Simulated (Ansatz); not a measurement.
Results of r²SCAN (Ansatz, a first-principles code, PAW) for rhombohedral A7 Sb.

Settings: plane-wave cutoff 560 eV, 16×16×16 k mesh, Fermi–Dirac smearing 0.05 eV, scalar-relativistic PAW data made under PBE.

The cell is scaled about its equilibrium volume:

Shape and atoms are relaxed at each volume.

```csv
V (Å³/atom),P (GPa),c (Å),a (Å)
30.309,1.38,11.268,4.317
30.940,0.63,11.439,4.329
31.571,0.00,11.611,4.340
32.203,-0.50,11.804,4.348
32.834,-0.88,12.015,4.351
```

Note: the cell comes from a level without a dispersion term, which matters for the spacing of layers, chains or molecules.
